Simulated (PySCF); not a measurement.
```xyz
3

S     0.0277    0.0111    0.3730
O     0.0080    1.2608   -0.3468
O    -0.0073   -1.2700   -0.3983
```

Basis set: cc-pVTZ on O; cc-pV(T+d)Z on S (spherical functions). Left uncorrelated: 7 orbitals. Charge 0, multiplicity 1.

Starred EOM-CCSD(T)(a) on the restricted Hartree–Fock determinant with PySCF 2.14.0; the energies are vertical.

**Question.** The solver was asked for the few lowest roots only. Give the ionization energies of singlet SO₂ among them whose weight of singles is over 0.7.

**Answer.**

| root | energy (eV) | weight of singles |
| --- | --- | --- |
| 1 | 12.13 | 0.96 |
| 2 | 12.78 | 0.95 |
| 3 | 13.12 | 0.94 |

Higher main lines weren't sought.
